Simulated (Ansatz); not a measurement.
```yaml
crystal:
  periodic: [true, true, true]
  atoms:
    - {symbol: N, position_ang: [-0.656781, 0.744881, 0.517174]}
    - {symbol: C, position_ang: [0.149377, -0.107749, 0.047670]}
    - {symbol: O, position_ang: [1.114730, -0.642163, 0.792031]}
    - {symbol: O, position_ang: [0.231505, -0.634764, -1.182003]}
    - {symbol: H, position_ang: [-1.340427, 1.068785, -0.156640]}
    - {symbol: H, position_ang: [1.024887, -0.241413, 1.664927]}
    - {symbol: H, position_ang: [-0.461992, -0.255576, -1.728760]}
basis:
  gaussian: {orbitals: cc-pVTZ}
magnetization: {spin_polarized: true, initial_magnetization: 0}
hamiltonian: {xc: {name: RPBE}, dispersion: d4}
accuracy: high
output: {forces: true}
```

```sh
$ ansatz run in.yaml --threads 2 --pin off --events-out ev --progress --plain --max-ram 4352MiB
```

Output, abridged:

```
Error: YAML parse error: error: line 2 column 3: crystal: missing field `lattice` (a structure is typed as `lattice` and `atoms`, a molecule's as `atoms` in Å alone, or read from a run's directory, `checkpoint`)
 --> <input>:2:3
1 | crystal:
2 |   periodic: [true, true, true]
3 |   atoms:
4 |     - {symbol: N, position_ang: [-0.656781, 0.744881, 0.517174]}
```

Problem. Something in this input is off. What?

Solution. The molecule is marked periodic without a cell. The program refused the input.
